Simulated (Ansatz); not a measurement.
**CHB+ (quartet): from Hartree-Fock to the top rungs, 6-31G**

How much of the correlation energy of CHB+ (quartet) does each wave-function method recover here?

Program: Ansatz 0.2.0, Gaussian basis. Level of theory: 6-31G, core rule «outside noble gas», up to 2 orbitals frozen. These are calculated values, not measurements.

Plan: UHF; CCSD(T) on ROHF; CCSD(T) on UHF; BCCD(T) on ROHF; CISD; CCSDT(Q) on ROHF; CCSDT(Q) on UHF; CISDTQ; CCSDTQ on ROHF; CCSDTQ on UHF; CASSCF and MRCISD+Q, 7 electrons in 9 orbitals; CASSCF and NEVPT2, 7 electrons in 9 orbitals; Full CI.

25 further runs of the same task are left out: 1 for a mislabelled method, 7 that didn't finish, 17 set aside as unsound or not needed.

**1. The geometry**

The geometry is a PBE0/def2-TZVP stationary point (not a proven minimum) of the parent state, kept for this charge and spin.

3 atoms, charge 1, spin multiplicity 4.

Atoms are counted from 1 here; the program's logs count them from 0.

Bond lengths: B1–C2 1.449 Å, B1–H3 1.179 Å. Angles: C2–B1–H3 180.0°.

**2. UHF**

in.yaml

```yaml
crystal:
  periodic: [false, false, false]
  atoms:
    - {symbol: B, position_ang: [0.000000, 0.000000, 0.090069]}
    - {symbol: C, position_ang: [0.000000, 0.000000, -1.358850]}
    - {symbol: H, position_ang: [0.000000, 0.000000, 1.268781]}
basis:
  gaussian: {orbitals: 6-31G}
total_charge: 1
magnetization: {spin_polarized: true, initial_magnetization: 3}
hamiltonian: {xc: hf}
output: {orbitals: {seedname: orbitals}}
```

On the command line:

```console
$ ansatz run in.yaml --threads 1 --pin off --events-out ev --progress --plain --max-ram 2393MiB
```

After this run come: CCSD(T) on ROHF; CCSD(T) on UHF; BCCD(T) on ROHF; CISD; CCSDT(Q) on ROHF; CCSDT(Q) on UHF; CISDTQ; CCSDTQ on ROHF; CCSDTQ on UHF; CASSCF and MRCISD+Q, 7 electrons in 9 orbitals; CASSCF and NEVPT2, 7 electrons in 9 orbitals; Full CI.

Q: Predict the results of all the runs planned. Wanted: FCI below the RHF energy; RMP2 from FCI; UMP2 from FCI; RCCSD from FCI; RCCSD(T) from FCI; UCCSD(T) from FCI; RCCSDT(Q) from FCI; UCCSDT(Q) from FCI; NEVPT2 valence from FCI.

**Answer**, as computed:

| quantity | value |
| --- | --- |
| FCI below the RHF energy | -2.3236 eV |
| RMP2 from FCI | +616.3 meV |
| UMP2 from FCI | +609.9 meV |
| RCCSD from FCI | +69.6 meV |
| RCCSD(T) from FCI | +20.6 meV |
| UCCSD(T) from FCI | +19.7 meV |
| RCCSDT(Q) from FCI | +0.5 meV |
| UCCSDT(Q) from FCI | -0.5 meV |
| NEVPT2 valence from FCI | +164.0 meV |
| MRCISD+Q valence from FCI | +6.2 meV |
| levels within 1 kcal/mol (43 meV) | RCCSD(T), UCCSD(T), BCCD(T), RCCSDT, UCCSDT, CISDTQ, RCCSDT(Q), UCCSDT(Q), RCCSDTQ, UCCSDTQ, MRCISD valence, MRCISD+Q valence |
| T1 diagnostic | 0.026 |
| effectively unpaired electrons | 3.02 |

**Reading.** RCCSD(T) lands +20.6 meV from the yardstick (0.9 % of the correlation energy). One determinant dominates. Of the multireference levels listed MRCISD+Q valence comes nearest in total energy (+6.2 meV), which doesn't show that its space is the better one. These misses are within one basis, not against nature; the frozen cores of restricted and unrestricted runs differ, which can shift their rows.
